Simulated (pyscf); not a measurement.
Optimised with ωB97X-D3(BJ)/def2-SVP in PySCF.

Q: For H₂B–NH₂ + CH₄ -> H₃C–BH–NH₂ + H₂, a four-centre exchange (singlet surface; B–H, C–H broken, B–C, H–H formed), PBE/def2-TZVP gives ΔE‡ = 195.0 kJ/mol and ΔE = +22.7 kJ/mol (zero: the separated reactants). In which direction and how far do r²SCAN/def2-TZVP, M06-2X/def2-TZVP, ωB97M-D3(BJ)/def2-TZVP move these?

A: r²SCAN: ΔE‡ = 204.1 kJ/mol, ΔE = +20.9 kJ/mol; M06-2X: ΔE‡ = 224.6 kJ/mol, ΔE = +21.4 kJ/mol; ωB97M-D3(BJ): ΔE‡ = 222.8 kJ/mol, ΔE = +24.3 kJ/mol. PBE's barrier lies under all of them, by 9.2 to 29.6 kJ/mol. Its reaction energy lies among theirs. Low barriers are usual for a GGA, whose delocalisation error favours stretched bonds. At the saddle there is also a short B–H contact that neither side keeps. This is the saddle that the search found; another between the same sides may lie lower.
